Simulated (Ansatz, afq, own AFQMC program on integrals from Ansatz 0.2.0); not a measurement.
Integrals from Ansatz 0.2.0, then the random walk in our own AFQMC program (afq).

```yaml
crystal:
  periodic: [false, false, false]
  atoms:
    - {symbol: In, position_ang: [0.000000, -0.024878, 0.000732]}
    - {symbol: H, position_ang: [0.000000, 3.088957, -0.090608]}
    - {symbol: H, position_ang: [0.000000, -0.191040, -2.202115]}
    - {symbol: H, position_ang: [0.000000, -0.063997, 2.209326]}
basis:
  gaussian: {orbitals: def2-SVP}
total_charge: 1
magnetization: {spin_polarized: true, initial_magnetization: 1}
correlation: {method: ccsd_t, electrons: outside_noble_gas, hamiltonian_folder: ham}
```

```sh
$ ansatz run in.yaml --threads 1 --pin off --events-out ev --progress --plain --max-ram 16896MiB --backend cuda --devices 0, --max-vram 18GiB
```

Options of the walk:

```
--method free --trial cid --walkers 200 --time-step 0.08 --max-blocks 60 --target-error 0.00108 --factor-cut 1e-05 --seed 1124 --times 0.0,0.48,0.96,2.0,3.04,4.0 --taylor-order 8
```

Times are imaginary, in 1/Eh. The walk had a cap of 60 s. Filled inner d shells are frozen with the cores. Core potentials past Kr, no spin–orbit coupling.

Output of the walk:

```
orbitals 32  electrons 3 2  factors 231 of 492
reference energy -190.52598319 Eh
CCSD correlation -0.05995285 Eh in 19 cycles, weight of the determinant in the CISD state 0.7297
repeat  energy at the last time / Eh  error
    10  -190.588686  0.001030
    20  -190.589602  0.000677
    30  -190.589390  0.000568
time / (1/Eh)  energy / Eh  error  mean overlap
  0.00  -190.586352  0.000328  1.2018
  0.48  -190.587481  0.000392  1.2020
  0.96  -190.588424  0.000467  1.2006
  2.00  -190.589629  0.000479  1.2067
  3.04  -190.588979  0.000531  1.2163
  4.00  -190.589522  0.000566  1.2193
energy -190.589522 +/- 0.000566 Eh
```

The run passed its tests (error under three times the target), which doesn't prove that it has relaxed.

Against this walk (error 15.4 meV) on the same determinant: CCSD(T) 18.5 meV higher (within the noise), CCSDT(Q) 79.3 meV lower, CCSDTQ 79.1 meV lower, full CI 79.1 meV lower. The error is statistical, and a free projection of finite length keeps a remainder of its start. The determinant has ⟨S²⟩ = 1.55, so the low cluster orders mix in higher spin, and so can this walk. Full CI is exact here, so the walk's 79 meV above it is the walk's own error: what remains of the start. The determinant is a poor start (see the cautions), so the low cluster orders aren't to be relied on, and full CI is the sure value.

Cautions: remainder of the start not in the error; start is not spin pure; no spin-orbit coupling; inner d shell frozen; strong correlation (T1 0.116, weight of the determinant 0.73, largest double 0.17); unrestricted determinant spin contaminated (⟨S²⟩ 1.55 against 0.75); CCSD(T) is in doubt: in a space of 5 electrons in 8 natural orbitals full CI lies 105 meV below it; the time-step error isn't removed.

The walk took 3.1 s on 1 × NVIDIA H100 80GB HBM3 with 2 threads of AMD EPYC 7R13 Processor (Zen 3), on a shared host (the card was shared). The log's last line is the free-projection energy.

CCSDT and higher add their correlation energy to the determinant of the CCSD(T) run, since their own runs factorise the integrals more tightly (a shift of under 2 meV). A walk keeps the symmetry of its determinant, which the program's search chose and which needn't be the lowest solution, so a lower state of the same spin and another symmetry isn't excluded.
